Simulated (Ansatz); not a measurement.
System: black phosphorus. Method: PBE-D4 (PAW; Ansatz, a program for electronic structure).

Input:

Ansatz 0.2 input:
```yaml
crystal:
  lattice:
    - [1.6614172213, -5.1102667573, 0.0]
    - [1.6614172213, 5.1102667573, 0.0]
    - [0.0, 0.0, 4.1750765658]
  atoms:
    - { symbol: P, position: [0.1061031983, 0.8938968017, 0.9276915503] }
    - { symbol: P, position: [0.3938968017, 0.6061031983, 0.4276915503] }
    - { symbol: P, position: [0.6061031983, 0.3938968017, 0.5723084497] }
    - { symbol: P, position: [0.8938968017, 0.1061031983, 0.0723084497] }
basis:
  ecutwfc: 520
  ecutrho_ratio: 4
  xc_grid: 2
kpoints:
  mp_grid: { grid: [10, 10, 8] }
  band_path:
    path:
      - [0.0, 0.0, 0.0]
      - [-0.1, 0.1, 0.0]
      - [-0.2, 0.2, 0.0]
      - [-0.3, 0.3, 0.0]
      - [-0.4, 0.4, 0.0]
      - [-0.5, 0.5, 0.0]
      - [-0.472053, 0.527947, 0.0]
      - [-0.444106, 0.555894, 0.0]
      - [-0.416159, 0.583841, 0.0]
      - [-0.388212, 0.611788, 0.0]
      - [-0.360265, 0.639735, 0.0]
      - [-0.332319, 0.667681, 0.0]
      - [-0.304372, 0.695628, 0.0]
      - [-0.276425, 0.723575, 0.0]
      - [0.276425, 0.276425, 0.0]
      - [0.248782, 0.248782, 0.0]
      - [0.22114, 0.22114, 0.0]
      - [0.193497, 0.193497, 0.0]
      - [0.165855, 0.165855, 0.0]
      - [0.138212, 0.138212, 0.0]
      - [0.11057, 0.11057, 0.0]
      - [0.082927, 0.082927, 0.0]
      - [0.055285, 0.055285, 0.0]
      - [0.027642, 0.027642, 0.0]
      - [0.0, 0.0, 0.071429]
      - [0.0, 0.0, 0.142857]
      - [0.0, 0.0, 0.214286]
      - [0.0, 0.0, 0.285714]
      - [0.0, 0.0, 0.357143]
      - [0.0, 0.0, 0.428571]
      - [0.0, 0.0, 0.5]
      - [0.027642, 0.027642, 0.5]
      - [0.055285, 0.055285, 0.5]
      - [0.082927, 0.082927, 0.5]
      - [0.11057, 0.11057, 0.5]
      - [0.138212, 0.138212, 0.5]
      - [0.165855, 0.165855, 0.5]
      - [0.193497, 0.193497, 0.5]
      - [0.22114, 0.22114, 0.5]
      - [0.248782, 0.248782, 0.5]
      - [0.276425, 0.276425, 0.5]
      - [-0.276425, 0.723575, 0.5]
      - [-0.304372, 0.695628, 0.5]
      - [-0.332319, 0.667681, 0.5]
      - [-0.360265, 0.639735, 0.5]
      - [-0.388212, 0.611788, 0.5]
      - [-0.416159, 0.583841, 0.5]
      - [-0.444106, 0.555894, 0.5]
      - [-0.472053, 0.527947, 0.5]
      - [-0.5, 0.5, 0.5]
      - [-0.5, 0.5, 0.428571]
      - [-0.5, 0.5, 0.357143]
      - [-0.5, 0.5, 0.285714]
      - [-0.5, 0.5, 0.214286]
      - [-0.5, 0.5, 0.142857]
      - [-0.5, 0.5, 0.071429]
      - [0.0, 0.05, 0.0]
      - [0.0, 0.1, 0.0]
      - [0.0, 0.15, 0.0]
      - [0.0, 0.2, 0.0]
      - [0.0, 0.25, 0.0]
      - [0.0, 0.3, 0.0]
      - [0.0, 0.35, 0.0]
      - [0.0, 0.4, 0.0]
      - [0.0, 0.45, 0.0]
      - [0.0, 0.5, 0.0]
      - [0.0, 0.5, 0.071429]
      - [0.0, 0.5, 0.142857]
      - [0.0, 0.5, 0.214286]
      - [0.0, 0.5, 0.285714]
      - [0.0, 0.5, 0.357143]
      - [0.0, 0.5, 0.428571]
      - [0.0, 0.5, 0.5]
      - [0.0, 0.45, 0.5]
      - [0.0, 0.4, 0.5]
      - [0.0, 0.35, 0.5]
      - [0.0, 0.3, 0.5]
      - [0.0, 0.25, 0.5]
      - [0.0, 0.2, 0.5]
      - [0.0, 0.15, 0.5]
      - [0.0, 0.1, 0.5]
      - [0.0, 0.05, 0.5]
      - [-0.1, 0.1, 0.5]
      - [-0.2, 0.2, 0.5]
      - [-0.3, 0.3, 0.5]
      - [-0.4, 0.4, 0.5]
    npoints: 1
hamiltonian:
  xc: pbe
  dispersion: d4
  pseudopotentials: { kind: paw }
scf:
  occupations: { method: fermi_dirac, width: 0.01 }
  convergence: { dr2_threshold: 0.0000000004 }
output:
  forces: true
  stress: true
  eigenvalues: true
  write_bands: true
```

From the output:

```
Crystal: 4 atoms, lattice volume = 70.895 Å³
Basis set: ecut = 520 eV, 1903 PW (Γ), exchange–correlation on 80×80×64 points (8 copies of the dense FFT grid, shifted against one another)
Bands: 14, of which v1, the nominal top of the filled ones, is band 10 counted from 1 (9 counted from 0)
Symmetry: 8 space group operations
Space group: Cmce (ITA 64), of the structure as read, at distance tolerance 4.1e-5 Å
k-points: 155 of 800
Functional: x = pbe(κ = 0.804, μ = 0.2195149727645171), c = pbe(β = 0.06672455060314922)
SCF iter   1: F=—  HF=-3024.244498 eV  |F-HF|=—  |Δ(HF+E_count)|=         —  Δρ=2.53e-3  dr2=2.79e-3
SCF iter   2: F=—  HF=-3024.244029 eV  |F-HF|=—  |Δ(HF+E_count)|=   4.68e-4  Δρ=1.15e-3  dr2=5.61e-4
  ...
SCF iter   8: F=—  HF=-3024.244147 eV  |F-HF|=—  |Δ(HF+E_count)|=   1.57e-8  Δρ=1.71e-6  dr2=4.34e-9
SCF iter   9: F=-3024.244147 eV  HF=-3024.244147 eV  |F-HF|=6.46e-11  |Δ(HF+E_count)|=   1.37e-9  Δρ=2.09e-7  dr2=7.84e-11
SCF 1 converged in 9 iterations: F = -3024.244147 eV  dr2 = 7.84e-11
SCF converged after 9 iterations
Free energy (F): -3024.244147 eV
Internal energy: -3024.244046 eV  (E = F + TS)
E sigma→0 (E₀):  -3024.244096 eV
Fermi energy:    8.546549 eV
--- Forces (eV/Å), atoms counted from 1 ---
  atom   1  P     -0.00000000    -0.00103244    -0.00231359
  atom   2  P     -0.00000000     0.00103244    -0.00231359
  atom   3  P      0.00000000    -0.00103244     0.00231359
  atom   4  P      0.00000000     0.00103244     0.00231359
--- Stress (GPa, compression-positive) ---
       -0.006981      -0.000000       0.000000
       -0.000000       0.001108      -0.000000
        0.000000      -0.000000      -0.013107
  P = ⅓ Tr σ = -0.0063 GPa (-0.063 kbar)
```

Note: the gap of the solid is closed in this run. Note: this level leaves the solid without a gap, although one is measured.

Computing time: about 21 core-seconds (a rough figure).
